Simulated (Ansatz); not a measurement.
Computed with Ansatz on PBE0-D4/def2-TZVP structures; ΔE is electronic, products minus reactants. CBS: MP2 limit from def2 TZ/QZ plus the TZ coupled-cluster correction, frozen cores. This one scheme is used for every species. Functionals use def2-TZVPP. Each species was taken in one conformer, which may not be the lowest.

`CCCC(C)(C)C` → `CCC` + `C=C(C)C`  (alkene loss)

`CCCC(C)(C)C`:

Cartesian coordinates in Å:
```
C 0.007 -2.450 -1.718
C -0.173 -0.989 -1.340
C 0.171 -0.731 0.118
C 0.032 0.712 0.624
C 0.426 0.732 2.099
C -1.410 1.196 0.492
C 0.958 1.649 -0.147
H -0.242 -2.628 -2.767
H -0.633 -3.096 -1.110
H 1.040 -2.773 -1.562
H -1.207 -0.691 -1.539
H 0.455 -0.370 -1.988
H -0.458 -1.375 0.746
H 1.205 -1.057 0.297
H 1.458 0.396 2.234
H 0.344 1.741 2.513
H -0.221 0.075 2.687
H -1.724 1.255 -0.553
H -2.099 0.526 1.014
H -1.521 2.194 0.926
H 1.996 1.309 -0.091
H 0.915 2.659 0.269
H 0.681 1.717 -1.202
```

`CCC`:

```xyz
11

C     0.375    0.946   -0.785
C    -0.048   -0.462   -0.402
C    -0.339   -0.603    1.083
H     1.280    1.244   -0.249
H    -0.406    1.671   -0.538
H     0.580    1.029   -1.855
H    -0.935   -0.747   -0.977
H     0.737   -1.170   -0.689
H    -0.641   -1.621    1.340
H    -1.144    0.071    1.391
H     0.542   -0.356    1.681
```

`C=C(C)C`:

Z-matrix (Å, degrees):
```
C
C 1 1.496
H 1 1.095 2 110.8
H 1 1.091 2 111.9 3 -121.0
H 1 1.095 2 110.8 3 117.9
C 2 1.496 1 115.7 3 -58.8
C 2 1.329 1 122.2 3 121.2
H 6 1.095 2 110.8 1 59.4
H 6 1.095 2 110.8 1 -58.6
H 6 1.091 2 111.8 1 -179.6
H 7 1.085 2 121.4 1 180.0
H 7 1.085 2 121.4 1 -0.0
```

| level | ΔE (eV) |
| --- | --- |
| CAM-B3LYP | 0.73 |
| HF/def2-TZVPP | 0.48 |

(1) What does CCSD(T)/CBS give? (An estimate is asked.)

Largest T1 diagnostic among the species: 0.010.

## Answers

(1) The calculation gave: +0.99 eV. The listed levels differ from it by -0.26, -0.51 eV.

At CCSD(T), def2-SVP lies +0.08 eV from the extrapolated value and def2-TZVPP −0.00 eV. From r2SCAN to r2SCAN0 (25 % exact exchange), in def2-TZVPP and without D4, ΔE moves by +0.09 eV.
